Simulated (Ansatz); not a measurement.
# C2H2NO: the cost of one run

Computed with Ansatz 0.2.0 through its Python package. Level of theory: PBE0/cc-pVDZ.

### Step 1. The structure

Bond lengths: N1–C2 1.293 Å, C2–C3 1.464 Å, C3–O4 1.260 Å, N1–H5 1.044 Å, C2–H6 1.083 Å. Angles: N1–C2–C3 120.7°, N1–C2–H6 120.1°, C3–C2–H6 119.2°, C2–N1–H5 120.6°, C2–C3–O4 121.0°.

No structure file is read: the coordinates are typed or built in the script.

### Step 2. The script

run_deck.py reads:

```python
import ansatz as az

DECK = """
crystal:
  periodic: [false, false, false]
  atoms:
    - { symbol: "N", position_ang: [-0.8445, -0.6336, -0.0425] }
    - { symbol: C, position_ang: [-0.0414, 0.3475, 0.2115] }
    - { symbol: C, position_ang: [1.3294, 0.3438, -0.302] }
    - { symbol: O, position_ang: [1.7581, -0.6121, -1.0012] }
    - { symbol: H, position_ang: [-1.8221, -0.6297, 0.3244] }
    - { symbol: H, position_ang: [-0.3796, 1.1841, 0.8097] }
magnetization:
  spin_polarized: true
  initial_magnetization: 1
basis:
  gaussian: { orbitals: cc-pVDZ }
hamiltonian:
  xc: pbe0
"""

session = az.Session.from_yaml(DECK)
summary = session.plan(threads=1).execute().report

for key in ("converged", "free_energy_ev", "reference_energy_ev", "n_frozen", "n_occupied", "n_virtual"):
    print(f"{key:22s} {summary[key]}")
symbols = ["N", "C", "C", "O", "H", "H"]
field = summary["mean_field"]
print("<S^2> =", round(abs(field["state"]["spin_squared"]), 4), " all-electron relativity setting:", field["relativity"])
print("passes:", field["passes"])
if "symmetry" in field:
    print("occupied orbitals by irrep:", field["symmetry"]["occupied"])
```

### Step 3. The run

The run is started by

```bash
python run_deck.py
```

What time and memory should one allow on 1 thread of AMD EPYC 7R43 (Zen 3), shared host?

About 4.6 s, with a peak of 0.18 GiB.
